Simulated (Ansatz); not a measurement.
A calculation on Cu2ZnSnS4 (I-4, No. 82) returned lattice constant a 5.414 Å, lattice parameter c 10.825 Å, bulk modulus 77.2 GPa, cohesive energy 3.62 eV/atom.

### Question
Which level of theory produced these numbers?
A) r²SCAN (Ansatz (a first-principles code))
B) PBE (Ansatz)
C) LDA (Ansatz)
D) PBEsol (Ansatz)

### Answer
A, r²SCAN (Ansatz)

The others give: LDA 5.318 Å, 10.638 Å, 88.4 GPa, 4.31 eV/atom; PBEsol 5.374 Å, 10.755 Å, 80.2 GPa, 3.83 eV/atom; PBE 5.468 Å, 10.936 Å, 68.2 GPa, 3.41 eV/atom.

Unless a cell is named, each level is at its own relaxed cell (LDA 18.80, PBE 20.43, PBEsol 19.41, r²SCAN 19.83 Å³/atom).

Caveats: the bulk modulus is −V dP/dV from two relaxed cells at ±2 % in volume (LDA, PBEsol, PBE, r²SCAN). Ansatz's density-functional and Hartree–Fock values are scalar-relativistic unless marked +SOC, with PAW data made under PBE.
